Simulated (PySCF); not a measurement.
## Gas-phase thermal properties of Li₃Cl₃

Computed with PySCF (xtb for GFN2) and rigid-rotor harmonic-oscillator thermochemistry at 1 bar. Table values come from the NASA 1993 polynomials. S°(298 K) at PBE0/def2-TZVP differs from the NASA 1993 table for Li₃Cl₃ (+45 J/mol/K); whether the harmonic model or the table's entry is off was not settled. 6-31G* has spherical d functions here. All species are closed-shell singlets. B3LYP is the form with VWN-RPA correlation. The harmonic model lacks anharmonicity and excited electronic states, which grow with temperature; levels with a mode under 35 cm⁻¹ are left out. Soft modes under 120 cm⁻¹ make the harmonic entropy rough for Li₃Cl₃. The table's entry may be an old estimate for Li₃Cl₃ (not checked at source).

| level | point group | σ | ZPE (kJ/mol) | S°298 (J/mol/K) | Cp298 (J/mol/K) | S°1000 (J/mol/K) | H1000 − H298 (kJ/mol) |
|---|---|---|---|---|---|---|---|
| table | - | - | - | 335.8 | 102.2 | 480.0 | 85.4 |
| B3LYP/6-31G* | D3h | 6 | 19.9 | 382.6 | 116.4 | 535.1 | 89.4 |
| GFN2-xTB | D3h | 6 | 20.1 | 383.5 | 115.8 | 535.7 | 89.3 |
| HF/6-31G* | D3h | 6 | 19.8 | 382.4 | 116.6 | 535.0 | 89.4 |
| PBE/def2-SVP | D3h | 6 | 20.8 | 379.0 | 115.2 | 530.8 | 89.0 |
| PBE0/def2-TZVP | D3h | 6 | 20.5 | 380.7 | 115.7 | 532.7 | 89.2 |
σ: rotational symmetry number. Electronic degeneracy used: 1. Frequencies are unscaled.
